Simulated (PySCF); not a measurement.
## Computed spin Hamiltonian

C3H2N (doublet state).
SMILES with atom numbers: `[H]/[C:1]=[CH:2]\[C:3]#[N:4]` (hydrogens: H5 on C1; H6 on C2)

Level of theory: PySCF, UKS B3LYP, pcH-1 on C H N, non-relativistic, mean-field spin-orbit, GIAO. Geometry: GFN2-xTB; no solvent, vibrations or thermal averaging. The geometry wasn't refined by DFT: couplings that depend on bond lengths, twists or pyramidal angles can differ widely from those at the functional's own minimum.

| Item | Value |
| --- | --- |
| g1, g2, g3 | 2.00173, 2.00221, 2.00282 |
| g_iso | 2.00226 |
| Form of g | rhombic: the two nearest values differ by 44 % of g3 − g1 |
| ⟨S²⟩ | 0.7620 (exact 0.7500) |
| α and β electrons | 14, 13 |
| HOMO–LUMO gap, α and β orbitals | 6.00, 4.95 eV |
| Total energy | -170.15488 Eh |

Hyperfine couplings atom by atom, in 10⁻⁴ cm⁻¹; T1 to T3 are the principal values of the dipolar part (1 × 10⁻⁴ cm⁻¹ = 2.998 MHz):

```tsv
atom	isotope	a_iso	T1	T2	T3	Mulliken spin population
C1	13C	114.7	-28.9	-20.3	49.2	1.07
C2	13C	1.7	-6.8	1.3	5.5	-0.17
C3	13C	38.7	-1.8	-0.7	2.6	0.07
N4	14N	0.0	-1.4	0.1	1.2	-0.02
H5	1H	12.9	-11.2	-3.1	14.3	0.00
H6	1H	37.3	-2.2	-1.9	4.1	0.04
```

Largest spin populations (Mulliken): C1 (+1.07), C2 (-0.17) and C3 (+0.07). C1 is the only atom above +0.15. The positive populations add up to 1.19 and the negative ones to -0.19, together 2S = 1.

Axes: g1 points within 3° of the C1–H5 bond, g2 points within 13° of the C2–C3 bond and g3 is normal to the molecular plane.

Under fast tumbling the dipolar parts average out, and these isotropic splittings remain: 1 × 1H (H6, I = 1/2, 2 lines) with 3.99 mT and 1 × 1H (H5, I = 1/2, 2 lines) with 1.38 mT.

The 13C coupling of C1 (343.9 MHz) shows only in satellite lines or after enrichment, since that isotope makes up about 1.07 % of natural carbon.
